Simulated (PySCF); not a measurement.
# C3H5F3 (1,1,1-trifluoropropane): the cost of one run

Programs: PySCF 2.14.0, with density-fitted response routines of our own. Each step states its level of theory. These are calculated values for one molecule in the gas phase, unless marked as measured. Atoms are numbered from 0 throughout.

## 1. The starting structure

11 atoms, charge 0, multiplicity 1; geometry from: GFN2-xTB. The atoms were then displaced at random by about 0.01 Å, so the start is not that level's minimum.

Bonds of the start (Å): C0–C1 1.56, C1–C2 1.53, C2–F3 1.33, C2–F4 1.33, C2–F5 1.34, C0–H6 1.09, C0–H7 1.08, C0–H8 1.08, C1–H9 1.08, C1–H10 1.10.

## 2. Geometry optimisation at PBE0-D3(BJ)/def2-SVP

What the job is given:

```
{"job": {"xc": "PBE0", "basis": "def2-SVP", "d3": "d3bj", "grid": 1, "shake": 0.01, "kind": "geom"}, "charge": 0, "multiplicity": 1}
C      1.302460    -0.267320    -0.113750
C      0.040070     0.641870    -0.033220
C     -1.229320    -0.190490     0.113490
F     -1.366610    -1.024880    -0.910850
F     -2.316130     0.567430     0.188860
F     -1.197640    -0.938990     1.228180
H      2.180320     0.371600    -0.223480
H      1.227520    -0.900510    -0.981230
H      1.378470    -0.839300     0.801060
H     -0.073210     1.244650    -0.924760
H      0.092180     1.310110     0.840030
```

Launch:

```console
$ OMP_NUM_THREADS=1 python probes_run.py task.json out
```

One launch serves the whole session: the jobs run in the order shown.

**Question.** How long does this first job take on 1 thread of Arm Neoverse V2, shared host, and how much memory does it need?

About 38 s, with a peak of 0.45 GiB.
